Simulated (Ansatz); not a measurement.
We consider zinc-blende MgS (metastable phase), described by r²SCAN-D4 (Ansatz, a program for electronic structure, PAW).

The input as run:

Ansatz 0.2 input:
```yaml
crystal:
  lattice:
    - [0.0, -2.7836040668, 2.7836040668]
    - [2.7836040668, -2.7836040668, 0.0]
    - [2.7836040668, 0.0, 2.7836040668]
  atoms:
    - { symbol: Mg, position: [0.0, 0.0, 0.0] }
    - { symbol: S, position: [0.25, 0.25, 0.25] }
basis:
  ecutwfc: 560
  ecutrho_ratio: 4
  xc_grid: 3
kpoints:
  mp_grid: { grid: [10, 10, 10] }
hamiltonian:
  xc: r2scan
  dispersion: d4
  pseudopotentials: { kind: paw }
scf:
  occupations: { method: fermi_dirac, width: 0.01 }
  convergence: { dr2_threshold: 0.0000000002 }
output:
  forces: true
  stress: true
  eigenvalues: true
```

**Question.** How many irreducible k-points, plane waves at Γ does the program set up, and what pressure does the run end with?

**Answer.** 47 irreducible k-points, 1291 plane waves at Γ; P = 2.72 GPa, so the cell is compressed on average and its volume would grow at this level.

Output (set-up and result lines):

```
Crystal: 2 atoms, lattice volume = 43.137 Å³
Basis set: ecut = 560 eV, 1291 PW (Γ), exchange–correlation on 96×96×96 points (27 copies of the dense FFT grid, shifted against one another)
Bands: 12, of which v1, the nominal top of the filled ones, is band 8 counted from 1 (7 counted from 0)
Symmetry: 24 space group operations
Space group: F-43m (ITA 216), of the structure as read, at distance tolerance 3.5e-5 Å
k-points: 47 of 1000 (time reversal used)
Functional: x = r2scan, c = r2scan; τ floored in thin density (d = 2e-4 eV/Å³)
SCF iter   1: F=—  HF=-2835.644087 eV  |F-HF|=—  |Δ(HF+E_count)|=         —  Δρ=6.39e-3  dr2=6.50e-3  dr2_τ=8.26e-3
SCF iter   2: F=—  HF=-2835.673651 eV  |F-HF|=—  |Δ(HF+E_count)|=   2.96e-2  Δρ=2.37e-3  dr2=1.59e-3  dr2_τ=5.18e-5
  ...
SCF iter   6: F=—  HF=-2835.673929 eV  |F-HF|=—  |Δ(HF+E_count)|=   3.73e-8  Δρ=1.37e-6  dr2=1.08e-9  dr2_τ=1.09e-10
SCF iter   7: F=-2835.673929 eV  HF=-2835.673929 eV  |F-HF|=6.37e-12  |Δ(HF+E_count)|=  1.13e-10  Δρ=1.63e-7  dr2=8.12e-12  dr2_τ=9.44e-13
SCF 1 converged in 7 iterations: F = -2835.673929 eV  dr2 = 8.12e-12
SCF converged after 7 iterations
Free energy (F): -2835.673929 eV
Internal energy: -2835.673929 eV  (E = F + TS)
E sigma→0 (E₀):  -2835.673929 eV
Fermi energy:    5.406655 eV
--- Forces (eV/Å), atoms counted from 1 ---
  atom   1  Mg     0.00000000    -0.00000000    -0.00000000
  atom   2  S     -0.00000000     0.00000000    -0.00000000
--- Stress (GPa, compression-positive) ---
        2.718183       0.000000       0.000000
       -0.000000       2.718183      -0.000000
        0.000000      -0.000000       2.718183
  P = ⅓ Tr σ = 2.7182 GPa (27.182 kbar)
```

The cell is one volume of an energy–volume scan, off the minimum.

The PAW data were made under PBE.

The result took about 5 core-seconds (a rough figure).
